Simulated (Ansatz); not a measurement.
**Sulfur, alpha-S8 (Fddd): r²SCAN0 after r²SCAN**

Aim: see what exact exchange does to the levels, and what it costs. Spin polarisation is left out. The cell comes from an earlier r²SCAN relaxation. Exact exchange is dear, so the k-mesh is coarse, and r²SCAN is run on the same mesh for comparison.

Program: Ansatz 0.2.0. Level of theory: DFT, plane waves (500 eV) with PBE-made PAW files, scalar-relativistic; functionals as named at each step. These are calculated values, not measurements.

## Step 1: The structure to begin with

The structure is orthorhombic, space group Fddd (No. 70). Conventional cell: a = 10.786 Å, b = 13.182 Å, c = 24.926 Å, α = 90.00°, β = 90.00°, γ = 90.00°. S (site symmetry 1) is surrounded by 2 S at 2.05 to 2.06 Å. Around S (site symmetry 1) lie 2 S at 2.06 Å.

Structure file:

```
CELL_PARAMETERS angstrom
0.00000 6.59098 12.46298
5.39311 0.00000 12.46298
5.39311 6.59098 0.00000
ATOMIC_POSITIONS crystal
S 0.36658 0.47999 0.48100
S 0.67244 0.48100 0.47999
S 0.48100 0.67244 0.36658
S 0.47999 0.36658 0.67244
S 0.57756 0.76900 0.77001
S 0.76900 0.57756 0.88342
S 0.77001 0.88342 0.57756
S 0.88342 0.77001 0.76900
S 0.23712 0.36123 0.45808
S 0.94356 0.45808 0.36123
S 0.45808 0.94356 0.23712
S 0.36123 0.23712 0.94356
S 0.30644 0.79192 0.88877
S 0.79192 0.30644 0.01288
S 0.88877 0.01288 0.30644
S 0.01288 0.88877 0.79192
S 0.43005 0.31201 0.36158
S 0.89636 0.36158 0.31201
S 0.36158 0.89636 0.43005
S 0.31201 0.43005 0.89636
S 0.35364 0.88842 0.93799
S 0.88842 0.35364 0.81995
S 0.93799 0.81995 0.35364
S 0.81995 0.93799 0.88842
S 0.87275 0.63432 0.19218
S 0.63432 0.87275 0.30076
S 0.19218 0.30076 0.87275
S 0.30076 0.19218 0.63432
S 0.61568 0.37725 0.94924
S 0.05782 0.94924 0.37725
S 0.94924 0.05782 0.61568
S 0.37725 0.61568 0.05782
```

## Step 2: r²SCAN on the coarse mesh

The run with r²SCAN.

input.yaml

```yaml
crystal:
  lattice:
    - [0.0, 6.5909752277, 12.4629758732]
    - [5.3931080022, 0.0, 12.4629758732]
    - [5.3931080022, 6.5909752277, 0.0]
  atoms:
    - { symbol: S, position: [0.3665752903, 0.479985568, 0.4809950384] }
    - { symbol: S, position: [0.6724441033, 0.4809950384, 0.479985568] }
    - { symbol: S, position: [0.4809950384, 0.6724441033, 0.3665752903] }
    - { symbol: S, position: [0.479985568, 0.3665752903, 0.6724441033] }
    - { symbol: S, position: [0.5775558967, 0.7690049616, 0.770014432] }
    - { symbol: S, position: [0.7690049616, 0.5775558967, 0.8834247097] }
    - { symbol: S, position: [0.770014432, 0.8834247097, 0.5775558967] }
    - { symbol: S, position: [0.8834247097, 0.770014432, 0.7690049616] }
    - { symbol: S, position: [0.2371246954, 0.3612314392, 0.4580804039] }
    - { symbol: S, position: [0.9435634615, 0.4580804039, 0.3612314392] }
    - { symbol: S, position: [0.4580804039, 0.9435634615, 0.2371246954] }
    - { symbol: S, position: [0.3612314392, 0.2371246954, 0.9435634615] }
    - { symbol: S, position: [0.3064365385, 0.7919195961, 0.8887685608] }
    - { symbol: S, position: [0.7919195961, 0.3064365385, 0.0128753046] }
    - { symbol: S, position: [0.8887685608, 0.0128753046, 0.3064365385] }
    - { symbol: S, position: [0.0128753046, 0.8887685608, 0.7919195961] }
    - { symbol: S, position: [0.4300484735, 0.312013964, 0.3615776063] }
    - { symbol: S, position: [0.8963599562, 0.3615776063, 0.312013964] }
    - { symbol: S, position: [0.3615776063, 0.8963599562, 0.4300484735] }
    - { symbol: S, position: [0.312013964, 0.4300484735, 0.8963599562] }
    - { symbol: S, position: [0.3536400438, 0.8884223937, 0.937986036] }
    - { symbol: S, position: [0.8884223937, 0.3536400438, 0.8199515265] }
    - { symbol: S, position: [0.937986036, 0.8199515265, 0.3536400438] }
    - { symbol: S, position: [0.8199515265, 0.937986036, 0.8884223937] }
    - { symbol: S, position: [0.8727459405, 0.6343208577, 0.1921765949] }
    - { symbol: S, position: [0.6343208577, 0.8727459405, 0.3007566068] }
    - { symbol: S, position: [0.1921765949, 0.3007566068, 0.8727459405] }
    - { symbol: S, position: [0.3007566068, 0.1921765949, 0.6343208577] }
    - { symbol: S, position: [0.6156791423, 0.3772540595, 0.9492433932] }
    - { symbol: S, position: [0.0578234051, 0.9492433932, 0.3772540595] }
    - { symbol: S, position: [0.9492433932, 0.0578234051, 0.6156791423] }
    - { symbol: S, position: [0.3772540595, 0.6156791423, 0.0578234051] }
hamiltonian:
  xc: r2scan
  pseudopotentials:
    kind: paw
    azcp:
      S: "pseudopotentials/S.paw.azcp"
basis:
  ecutwfc: 500
  fft_grid_basis: typed
kpoints:
  mp_grid: { grid: [2, 2, 2], shift: [0, 0, 0] }
magnetization:
  spin_polarized: false
scf:
  occupations: { method: fermi_dirac, width: 0.1 }
```

## Step 3: r²SCAN0, coarse mesh

The run with r²SCAN0.

input.yaml: that of step 2 with these lines changed.

```diff
@@ -39,3 +39,3 @@
 hamiltonian:
-  xc: r2scan
+  xc: r2scan0
   pseudopotentials:
```

(Steps that only read results are left out.)

**Question.** What will these runs give? Wanted: r²SCAN: gap; r²SCAN0: gap.

The runs gave:

| quantity | value |
| --- | --- |
| r²SCAN: gap | 2.47 eV |
| r²SCAN0: gap | 4.13 eV |
| r²SCAN0: SCF cycles, exchange loops | 16, 2 |
| r²SCAN0: CPU time over that of r²SCAN | 21 |

What this shows: Exact exchange widens the gap from 2.47 eV (r²SCAN) to 4.13 eV (r²SCAN0). r²SCAN0 cost 21 times the CPU time of r²SCAN. The exchange operator of r²SCAN0 was renewed in 2 outer loops. A gap read on the mesh alone is an upper bound to the gap of this level of theory. Absolute energies differ from functional to functional, by eV per atom at times, and say nothing by themselves.
